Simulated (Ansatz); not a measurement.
## Elastic constant C33 of some elemental solids other than molecular ones

Method: r²SCAN in Ansatz (plane waves, PAW). References are measured values corrected to a static lattice or taken at low temperature (these still hold zero-point motion).

Values in GPa.

```
solid   reference  r²SCAN  error (%)
------  ---------  ------  ---------
hcp Y        80.1    76.3       -4.7
hcp Zr        172     166       -3.5
hcp Os       843†     887       +5.2
hcp Ti        191     191        0.0
hcp Zn       68.5    71.7       +4.7
hcp Mg       66.5    79.3      +19.2
hcp Be        342     403      +17.8
```

Over these 7 solids the mean error is +5.5 %, the mean absolute error 7.9 % (median 4.7 %), and the worst case hcp Mg at +19.2 %; the value is above the reference in 4 of 7 cases.

All these references are low-temperature values that still hold zero-point motion.

Spin–orbit coupling is left out, also for the solids with elements from indium on (hcp Os); its size isn't shown.

† marks references with one source in our tables, § those from which another value on file, of any temperature, differs by over 15 %.

Differences are worked out from the printed values.

Each level is taken at its own relaxed cell. Ansatz's density-functional and Hartree–Fock values are scalar-relativistic unless marked +SOC, with PAW data made under PBE.

Ansatz's runs of these crystals have no spin polarisation. A magnetic state wasn't tried for hcp Y, hcp Ti with meta-GGA or hybrid levels, which favour moments.

Not in this set, of the elemental solids other than molecular ones with a reference value in our tables and a result at some level: 8 for a reference at room or unstated temperature (hcp Cd, hcp Co, body-centred tetragonal In, hcp Re, hcp Ru and 3 more). These can be a level's worst cases. Values held back for tests aren't counted. Layered and molecular crystals are counted apart. The metals Ce to Yb are counted apart.

References as tabulated in Elastic Constants of Yttrium Single Crystals in the Temperature Range 4.2-400 K; Clouet (2012), arXiv:1210.1082; Liu et al. (2023), arXiv:2002.00005; Ferrari et al. (2019), arXiv:1905.01197 and others.

Ansatz is a quantum-chemistry and plane-wave program.
